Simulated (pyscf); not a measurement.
A first-order saddle from PySCF, ωB97X-D3(BJ)/def2-SVP:

```xyz
10

Ge    -0.2456     0.7527    -0.5961
Ge    -0.4201    -1.2885     1.2101
H      0.8565     1.7779    -0.3797
H     -1.4907     1.0679    -1.4101
H      0.4221    -0.4920    -1.2596
H      1.0890    -1.5400     1.2161
H     -1.1483    -2.2167     0.2359
H     -1.0167    -1.3562     2.6188
Cl    -1.5033     2.0286     1.3888
H     -0.8536     0.3846     1.0434
```

Surface: singlet, charge 0. Lowest wavenumbers (cm⁻¹): 880i, 113, 132, 141, 242.

Task: Name the species on either side of this saddle.

Result: `[GeH3][GeH3]` + `[ClH]` ⇌ `[Cl][GeH3]` + `[GeH4]`, a four-centre exchange read from left to right: Ge–Ge, Cl–H broken and Cl–Ge, Ge–H formed. At ωB97M-D3(BJ)/def2-TZVP it lies +45.1 kcal/mol from the left side and +55.7 kcal/mol from the right (each side as separated species at their lowest minima found). At the saddle there is also a short Ge–H contact that neither side keeps. The same reactants have a lower exit, to Cl–GeH₂–GeH₃ + H₂ (barrier +37.6 kcal/mol at ωB97M-D3(BJ)/def2-TZVP, against +45.1 kcal/mol here). This is the saddle that the search found; another between the same sides may lie lower. Elements up to Kr have no core potential and no relativistic terms here.
